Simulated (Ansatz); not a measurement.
## H2S ··· CH3F

The pair of H2S (SMILES S, atoms 1–3) and CH3F (SMILES CF, atoms 4–8), both closed shells, in one local arrangement (a lower one may exist), relaxed at PBE0-D4/def2-TZVP:

```xyz
8
angstrom
S -0.2115 0.5467 -2.4538
H -0.4813 -0.4164 -1.5569
H 1.0160 0.0609 -2.6909
C -0.0445 0.0144 1.3753
F -0.4635 -1.0794 0.6400
H -0.8457 0.3066 2.0567
H 0.1842 0.8314 0.6882
H 0.8463 -0.2641 1.9414
```

Ansatz 0.2.0; basis: def2-TZVPPD, with def2-QZVPPD for the basis limit; cores frozen in the correlated methods. B3LYP uses VWN-RPA correlation. Extrapolation: Hartree–Fock as exp(−7.88 √X), correlation as X^−2.97. Interaction energies count from these two fragments, frozen as in the pair, with the counterpoise correction; negative means bound.

Question: What is the interaction energy by CCSD(T) at an estimated basis limit (MP2 extrapolated from triple and quadruple zeta, plus CCSD(T) − MP2 in triple zeta)? (To be estimated.)

Answer: Computed: -9.2 kJ/mol. Hartree–Fock alone gives -1.6 kJ/mol at the basis limit. It counts from the two fragments frozen as in the pair.

The same quantity by other methods in triple zeta, and each one's difference from that estimate:
```tsv
method	E_int (kJ/mol)	difference
PBE-D4	-10.1	-0.9
revPBE-D4	-8.0	1.2
BLYP-D4	-8.3	0.9
r2SCAN-D4	-9.2	-0.1
B97M-V	-9.3	-0.1
PBE0-D4	-9.6	-0.4
B3LYP-D4	-9.0	0.2
HSE06-D4	-9.6	-0.4
wB97X-V	-9.1	0.0
wB97M-V	-8.8	0.3
B2PLYP	-6.2	3.0
HF	-1.6	7.5
MP2	-8.3	0.9
CCSD	-6.9	2.3
CCSD(T)	-7.9	1.2
```
Differences are method less estimate.

Question: Which atoms make the shortest contact between the fragments?

Answer: H2 and F5, 2.29 Å apart.

Basis-set superposition shift (counterpoise-corrected less uncorrected): CCSD(T) 1.8; MP2 1.7; HF 0.2; PBE0-D4 0.3; wB97M-V 0.3 kJ/mol.

T1 diagnostic: at most 0.011.

For scale, one of the runs: CCSD(T)/def2-TZVPPD, 213 basis functions, launched by `ansatz run in.yaml --threads 4 --pin off --events-out ev --progress --plain --max-ram 9574MiB`. Hardware: 4 CPU threads of an Arm Neoverse V1, shared host. Wall time 48 s; peak host memory 3 GiB.
